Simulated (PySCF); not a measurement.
Rigid-rotor lines calculated for a species of formula [C5H4F]+ (commonest isotopes; PBE0-D3(BJ)/def2-SVP geometry optimisation, gas phase (PySCF 2.14.0)), labelled J(Ka,Kc):

| transition | MHz |
| --- | --- |
| 1(1,1) ← 0(0,0) | 9646.3 |
| 1(0,1) ← 0(0,0) | 4488.5 |
| 2(1,1) ← 1(1,0) | 9616.0 |
| 2(1,2) ← 1(1,1) | 8337.9 |
| 2(0,2) ← 1(0,1) | 8921.2 |

(1) Find the rotational constants.

(2) What moments of inertia, asymmetry and inertial defect follow?

(3) Which dipole components do these lines need?

(4) Predict further lines from these constants: 2(2,0) ← 2(1,1); 2(1,2) ← 1(0,1); 2(2,1) ← 2(1,2); 1(1,0) ← 1(1,1).

(5) Which structure gave them?

Answers

(1) 1(0,1) ← 0(0,0) is B + C, 2(1,1) ← 1(1,0) is 3B + C and 2(1,2) ← 1(1,1) is B + 3C, so B − C is half the difference of the last two, 639.1 MHz. 1(1,1) ← 0(0,0) is A + C. A = 7721.6, B = 2563.8, C = 1924.7 MHz.

(2) I = 505379 MHz·u·Å² over each constant: Ia = 65.45, Ib = 197.12, Ic = 262.57 u·Å²; κ = (2B − A − C)/(A − C) = -0.780 (asymmetric top); Δ = Ic − Ia − Ib = 0.00 u·Å².

(3) μa and μb (a-type: ΔKa even, ΔKc odd; b-type: both odd). The calculation gives |μa| = 1.42 D, |μb| = 1.96 D, |μc| = 0.00 D, about the centre of mass.

(4) 
```tsv
transition	MHz	type	branch
1(1,0) ← 1(1,1)	639	a	Q
2(1,2) ← 1(0,1)	13496	b	R
2(2,0) ← 2(1,1)	15529	b	Q
2(2,1) ← 2(1,2)	17391	b	Q
```

(5) `C=CC1=C(F)[CH+]1`, point group Cs. Three constants can't fix a structure by themselves; this is the one that was computed:
```
atom  x, y, z in Å
C1    -0.141    1.863    0.041
C2    -0.760    0.696   -0.232
C3    -0.072   -0.534   -0.055
C4    -0.076   -1.930   -0.131
C5     1.028   -1.286    0.297
F6     2.216   -1.329    0.719
H7     0.892    1.899    0.403
H8    -0.659    2.817   -0.092
H9    -1.790    0.651   -0.595
H10   -0.629   -2.840   -0.377
```

The values belong to one conformer (point group Cs) with, in the numbering `[CH2:1]=[CH:2][c:3]1[cH+:4][c:5]1[F:6]`, C1–C2–C3–C4 180°. Whether it is a minimum is left open (no frequencies). No vibrational averaging or centrifugal distortion is included, and the geometry carries the error of its method.
